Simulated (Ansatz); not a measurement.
in.yaml

```yaml
crystal:
  periodic: [false, false, false]
  atoms:
    - {symbol: Ge, position_ang: [0.000000, 0.000000, 0.000000]}
    - {symbol: Al, position_ang: [0.000000, 0.000000, 3.129900]}
basis:
  gaussian: {orbitals: cc-pVDZ}
total_charge: 1
magnetization: {spin_polarized: true, initial_magnetization: 2}
correlation: {method: ccsdt_q, electrons: outside_noble_gas}
```

```sh
$ ansatz run in.yaml --threads 1 --pin off --events-out ev --progress --plain --max-ram 2393MiB
```

Q: Roughly how long does this take on 1 thread of Arm Neoverse V1, shared host, and how much host memory?

A: 8 s wall and 0.14 GiB.

```
847 factors; integrals over basis functions are off by at most 1.2e-7 eV
mean field evaluation 1: about -63047.7885 eV, gradient 5.2e0 eV
mean field evaluation 2: about -63047.8093 eV, gradient 5.3e0 eV
mean field evaluation 4: about -63048.2639 eV, gradient 8.6e-1 eV
mean field evaluation 8: about -63048.2924 eV, gradient 6.7e-2 eV
mean field evaluation 16: about -63047.7887 eV, gradient 5.2e0 eV
mean field evaluation 32: about -63048.2926 eV, gradient 1.2e-1 eV
mean field evaluation 64: about -63048.2616 eV, gradient 6.1e-1 eV
mean field evaluation 96: about -63048.2826 eV, gradient 4.6e-1 eV
mean field evaluation 128: about -63048.2928 eV, gradient 2.4e-3 eV
mean field evaluation 160: about -63045.8730 eV, gradient 5.2e-1 eV
...
mean field -63048.29283491 eV, -2316.9820260153 hartree, gradient 2.2e-6 eV, S^2 2.045893; 14 other end points of the search recorded, 0 dependent functions left out
determinant -63048.29283491 eV, -2316.9820260153 hartree, with singles and doubles -63051.00114118 eV, -2317.0815544350 hartree
determinant -63047.62341642 eV, -2316.9574253392 hartree, with singles and doubles -63050.39082797 eV, -2317.0591258381 hartree
determinant -63045.98749619 eV, -2316.8973063799 hartree, with singles and doubles -63048.53788522 eV, -2316.9910314479 hartree
determinant -63045.39727041 eV, -2316.8756159824 hartree, with singles and doubles -63048.52098386 eV, -2316.9904103343 hartree
19 core orbitals not correlated: weight in the atoms' cores, before any rotation towards them, 1.000 or more for the frozen orbitals, at most 0.000 for the correlated occupied ones
reference -63048.29283491 eV, -2316.9820260153 hartree; 4, 2 occupied and 22, 24 virtual orbitals, 847 factors
second order -1.89183238 eV of doubles, -0.00000000 eV of singles
...
cycle   8  -2.78697916 eV  change   -7.3e-4 eV  update   5.8e-4
cycle   9  -2.78670649 eV  change    2.7e-4 eV  update   2.7e-4
cycle  10  -2.78659325 eV  change    1.1e-4 eV  update   1.3e-4
cycle  11  -2.78663696 eV  change   -4.4e-5 eV  update   6.7e-5
cycle  12  -2.78665371 eV  change   -1.7e-5 eV  update   4.4e-5
cycle  13  -2.78667098 eV  change   -1.7e-5 eV  update   1.8e-5
cycle  14  -2.78666606 eV  change    4.9e-6 eV  update   6.4e-6
cycle  15  -2.78666141 eV  change    4.7e-6 eV  update   2.9e-6
cycle  16  -2.78666033 eV  change    1.1e-6 eV  update   1.3e-6
cycle  17  -2.78666034 eV  change   -1.8e-8 eV  update   6.5e-7
perturbative correction -0.00267937 eV, -0.0000984650 hartree
Total energy: -63051.08217463 eV, -2317.0845323591 hartree
```
